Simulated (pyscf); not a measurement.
Optimised with ωB97X-D3(BJ)/def2-SVP in PySCF.

Question: `[BH3]` + `[ClH]` -> `[BH2][Cl]` + `[H][H]`
Surface: singlet. Broken: B–H, Cl–H. Formed: B–Cl, H–H. Give ΔE‡ and ΔE from ωB97M-D3(BJ)/def2-TZVP, relative to the separated reactants.

Answer: ΔE‡ = 5.2 kcal/mol, ΔE = -20.0 kcal/mol. Zero-point energy shifts the barrier by +2.3 kcal/mol. It is a four-centre exchange, with an imaginary mode of 800i cm⁻¹. On the reactant side the descent ends in a complex, 4.8 kcal/mol under the separated species and 10.4 kcal/mol under the saddle at ωB97X-D3(BJ)/def2-TZVP. This is the saddle that the search found; another between the same sides may lie lower.
